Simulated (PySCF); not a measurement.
# Two probes of the same atoms: core binding energy and nuclear shielding

Species: C4H4FN.
Numbering: `[CH3:1]/[C:2]([C:3]#[N:4])=[CH:5]\[F:6]`

Binding energies: delta-SCF UKS SCAN, pcX-2 on the ionised atom, pcseg-1 elsewhere, spin-free X2C (PySCF 2.14.0). Shieldings: GIAO PBE/pcSseg-2, non-relativistic, same geometry.

| atom | C 1s (eV) |
| --- | --- |
| C1 | 291.74 |
| C2 | 292.31 |
| C3 | 292.42 |
| C5 | 293.55 |

Question: What are the absolute isotropic shieldings of these atoms?

Answer: 
| atom | environment | C 1s (eV) | isotropic shielding (ppm) |
| --- | --- | --- | --- |
| C1 | allylic carbon | 291.74 | 166.4 |
| C2 | fully substituted alkene carbon | 292.31 | 73.9 |
| C3 | nitrile carbon | 292.42 | 56.2 |
| C5 | vinylic C–F carbon | 293.55 | 7.2 |

Question: Among the listed atoms, is the one with the highest binding energy also the least shielded?

Answer: Yes: C5 has both (293.55 eV, 7.2 ppm).

By binding energy: C1 < C2 < C3 < C5. By shielding: C5 < C3 < C2 < C1.

Isolated species at its PBE0-D3(BJ)/def2-SVP geometry, gas phase.
